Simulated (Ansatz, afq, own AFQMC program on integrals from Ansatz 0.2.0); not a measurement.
AFQMC on a folder of integrals that Ansatz 0.2.0 wrote.

```yaml
crystal:
  periodic: [false, false, false]
  atoms:
    - {symbol: B, position_ang: [0.000000, 0.000000, 0.975273]}
    - {symbol: H, position_ang: [0.000000, 0.000000, -3.129727]}
    - {symbol: H, position_ang: [0.000000, 0.000000, 2.154454]}
basis:
  gaussian: {orbitals: cc-pVDZ}
total_charge: 1
magnetization: {spin_polarized: true, initial_magnetization: 0}
correlation: {method: ccsd_t, electrons: outside_noble_gas, hamiltonian_folder: ham}
```

```sh
$ ansatz run in.yaml --threads 1 --pin off --events-out ev --progress --plain --max-ram 16896MiB --backend cuda --devices 0, --max-vram 18GiB
```

Options of the walk:

```
--method phaseless --trial cisd --walkers 4000 --populations 20 --least-time 60 --time-step 0.005 --steps-per-block 50 --equilibration-blocks 40 --max-blocks 4000 --target-error 0.00024 --factor-cut 1e-05 --start spin_pure --seed 9519 --release-times 0.24,0.51,0.99,1.62,2.4 --release-step 0.03 --release-every 3 --taylor-order 6
```

Times are imaginary, in 1/Eh. The walk had a cap of 122 s. With eight or more populations the least sampling time is a fifth of least-time, and the error comes from their spread.

afq prints:

```
orbitals 23  electrons 2 2  factors 140 of 219
reference energy -25.31564482 Eh
CCSD correlation -0.04434132 Eh in 15 cycles, weight of the determinant in the CISD state 0.9651
energy of the start -25.359338 Eh
 block  time / (1/Eh)  mean weight  energy / Eh
     1     0.250  0.9998  -25.359677
     2     0.500  1.0000  -25.359956
     3     0.750  1.0000  -25.360141
     4     1.000  1.0001  -25.360316
     5     1.250  1.0000  -25.360444
     7     1.750  1.0000  -25.360637
     9     2.250  1.0001  -25.360762
    11     2.750  1.0000  -25.360808
    15     3.750  0.9999  -25.360824
    19     4.750  1.0001  -25.360845
    23     5.750  1.0000  -25.360852
    27     6.750  1.0000  -25.360866
    31     7.750  0.9998  -25.360842
    35     8.750  0.9998  -25.360897
    39     9.750  0.9996  -25.360848
    43    10.750  0.9998  -25.360739
    47    11.750  0.9999  -25.360939
    51    12.750  1.0001  -25.360844
    55    13.750  1.0002  -25.360986
    59    14.750  1.0003  -25.360955
    63    15.750  1.0002  -25.361013
    65    16.250  0.9997  -25.361174
    67    16.750  1.0000  -25.360958
    71    17.750  1.0001  -25.361047
    75    18.750  1.0004  -25.360982
    79    19.750  1.0001  -25.361166
    83    20.750  1.0000  -25.360857
    87    21.750  1.0002  -25.361090
    89    22.250  0.9998  -25.361080
error from the spread of 20 populations
released: time / (1/Eh)  energy / Eh  error  mean overlap
  0.24  -25.361064  0.000031  1.0003
  0.51  -25.361035  0.000043  1.0013
  0.99  -25.361117  0.000030  1.0001
  1.62  -25.361118  0.000039  0.9954
  2.40  -25.361040  0.000114  0.9945
energy -25.360987 +/- 0.000036 Eh
(rows thinned)
```

The run passed its tests (sampling time, drift between the halves within three errors, error under three times the target), which doesn't prove that it has relaxed.

Against this walk (error 1.0 meV) on the same determinant: CCSD(T) 13.6 meV higher, CCSDT(Q) 4.6 meV higher, full CI 1.6 meV higher (within the noise). The error is statistical and leaves out the bias of the constraint. The determinant has ⟨S²⟩ = 1.00, so the low cluster orders mix in higher spin (the high orders can go on to a lower state of that spin), while the walk starts as a pure singlet. Released to 2.40 1/Eh the energy moves by -1 ± 3 meV (both errors), within twice the noise. The determinant is a poor start (see the cautions), so the low cluster orders aren't to be relied on, and full CI is the sure value.

Cautions: constraint bias not in the error; unrestricted determinant spin contaminated (⟨S²⟩ 1.00 against 0.00); the next higher spin lies close (full CI puts it 10 meV above); walk and cluster series may follow different spin states.

The walk took 17 s on 1 × NVIDIA H100 80GB HBM3 with 2 threads of AMD EPYC 7R13 Processor (Zen 3), on a shared host (the card was shared). The log's last line is the phaseless energy.

CCSDT and higher add their correlation energy to the determinant of the CCSD(T) run, since their own runs factorise the integrals more tightly (a shift of under 2 meV). A walk keeps the symmetry of its determinant, which the program's search chose and which needn't be the lowest solution, so a lower state of the same spin and another symmetry isn't excluded.
